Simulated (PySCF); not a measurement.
## Converging SH⁻ in the basis (CCSD(T))

PySCF, RHF reference; singlet, unpaired electrons none; De to H + S⁻ without counterpoise correction. Frozen cores follow the default of each basis and core potential.

| basis | relativity | functions | Re (Å) | ωe (cm⁻¹) | De (eV) | frozen orbitals |
| --- | --- | --- | --- | --- | --- | --- |
| aug-pcseg-1 | no relativity | 36 | 1.358 | 2638 | n/a | 5 |
| aug-cc-pVDZ/aug-cc-pV(D+d)Z | no relativity | 41 | 1.358 | 2630 | n/a | 5 |
| def2-TZVPPD | no relativity | 68 | 1.345 | 2655 | n/a | 5 |

(1) How does each smaller set differ from the one with most functions, def2-TZVPPD?

Correlated steps freeze 5 core orbitals.

## Answers

(1) aug-pcseg-1: +1.3 pm, -0.6 % in ωe; aug-cc-pVDZ/aug-cc-pV(D+d)Z: +1.3 pm, -0.9 % in ωe. All at CCSD(T); the set with most functions is neither the basis-set limit nor always the best.
